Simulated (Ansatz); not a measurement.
The input, for Ansatz 0.2.0:

```yaml
crystal:
  periodic: [false, false, false]
  atoms:
    - {symbol: B, position_ang: [0.000000, -0.009001, 0.670660]}
    - {symbol: B, position_ang: [0.000000, -0.009001, -0.914422]}
    - {symbol: H, position_ang: [0.000000, 1.249964, 1.365535]}
    - {symbol: H, position_ang: [0.000000, -1.056869, 1.249022]}
basis:
  gaussian: {orbitals: 6-31G}
magnetization: {spin_polarized: false, initial_magnetization: 2}
hamiltonian: {pseudopotentials: {relativity: scalar}}
correlation: {active_space: {window: {electrons: 2, orbitals: 7}}}
output: {forces: true}
```

```sh
$ ansatz run in.yaml --threads 1 --pin off --events-out ev --progress --plain --max-ram 2393MiB
```

Task: Roughly how long does this take on 1 thread of Intel Xeon 6975P-C, shared host, and how much host memory?

Result: 0.93 s wall and 0.08 GiB.

```
316 factors; integrals over basis functions are off by at most 3.1e-4 eV
mean field evaluation 1: about -1368.8613 eV, gradient 1.1e1 eV
mean field evaluation 2: about -1368.8626 eV, gradient 1.1e1 eV
mean field evaluation 4: about -1370.3058 eV, gradient 2.1e0 eV
mean field evaluation 8: about -1370.4773 eV, gradient 2.0e-1 eV
mean field evaluation 16: about -1369.7126 eV, gradient 2.7e0 eV
mean field -1370.47774170 eV, -50.3641280642 hartree, gradient 3.3e-6 eV, S^2 2.000000; 2 other end points of the search recorded, 0 dependent functions left out
reference -1370.47774170 eV, -50.3641280642 hartree; 7, 5 occupied and 15, 17 virtual orbitals, 316 factors
state -1370.58012464 eV, -50.3678905681 hartree
the calculation of the forces begins
Total energy: -1370.58012464 eV, -50.3678905681 hartree
Relativity: scalar
Atom 0 at     0.000000    -0.009001     0.670660 Å, force    -0.000000     2.574089     2.148450 eV/Å
Atom 1 at     0.000000    -0.009001    -0.914422 Å, force     0.000000     0.159873    -0.648513 eV/Å
Atom 2 at     0.000000     1.249964     1.365535 Å, force    -0.000000    -3.113907    -1.633919 eV/Å
Atom 3 at     0.000000    -1.056869     1.249022 Å, force     0.000000     0.379945     0.133982 eV/Å
Dipole moment:     0.000000    -0.060048    -0.186867 e Å
```

Forces (eV/Å):
```
B    0.000  2.574  2.148
B    0.000  0.160 -0.649
H    0.000 -3.114 -1.634
H    0.000  0.380  0.134
```
